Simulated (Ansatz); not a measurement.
## Errors in the dipole moment

6 molecules of light elements (H to F); the dipole moment in D, computed less measured. Shapes, held fixed at every level: PBE0-D4/def2-TZVP. No vibrational averaging. Dipoles are compared by magnitude; molecules under 1 D, whose direction can flip, are left out. Programs: Ansatz 0.2.0. Measured values: NIST CCCBDB.

Levels: A = HF/def2-SVP; B = PBE-D4/def2-TZVPP; C = B3LYP-D4/def2-TZVPP.

```json
{"molecule": "CH2F2 (difluoromethane)", "measured": "1.97", "A": "+0.30", "B": "-0.25", "C": "-0.10"}
{"molecule": "C2F3N (cyanotrifluoromethane)", "measured": "1.33", "A": "-0.16", "B": "+0.15", "C": "+0.07"}
{"molecule": "C2H2F2 (vinylidene fluoride)", "measured": "1.38", "A": "+0.08", "B": "-0.39", "C": "-0.21"}
{"molecule": "CH5N (methylamine)", "measured": "1.31", "A": "+0.13", "B": "-0.06", "C": "-0.01"}
{"molecule": "C2H5N (N-methylmethanimine)", "measured": "1.53", "A": "+0.21", "B": "-0.17", "C": "-0.06"}
{"molecule": "C4H5N (SMILES c1cc[nH]c1)", "measured": "1.84", "A": "+0.18", "B": "+0.09", "C": "+0.07"}
```

Q: Which level does best on this set, which worst, and which err to one side?

A: 
| level | kind | mean error | mean absolute error | worst case |
| --- | --- | --- | --- | --- |
| HF/def2-SVP | Hartree–Fock | +0.123 | 0.177 | CH2F2 |
| PBE-D4/def2-TZVPP | GGA | -0.105 | 0.185 | C2H2F2 |
| B3LYP-D4/def2-TZVPP | global hybrid | -0.040 | 0.087 | C2H2F2 |

On this set B3LYP-D4/def2-TZVPP has the smallest mean absolute error and PBE-D4/def2-TZVPP the largest. Without C2H2F2 the largest would be that of HF/def2-SVP. HF/def2-SVP is too high in 5 of 6; PBE-D4/def2-TZVPP is too low in 4 of 6; B3LYP-D4/def2-TZVPP is too low in 4 of 6. The tabulated values of C2F3N, C4H5N are in doubt (older tables, estimates, or at odds with other calculations) and kept here. Over the 4 molecules whose values aren't doubted the mean absolute errors are A 0.180; B 0.217; C 0.095. The largest two are near a tie. The set is small.
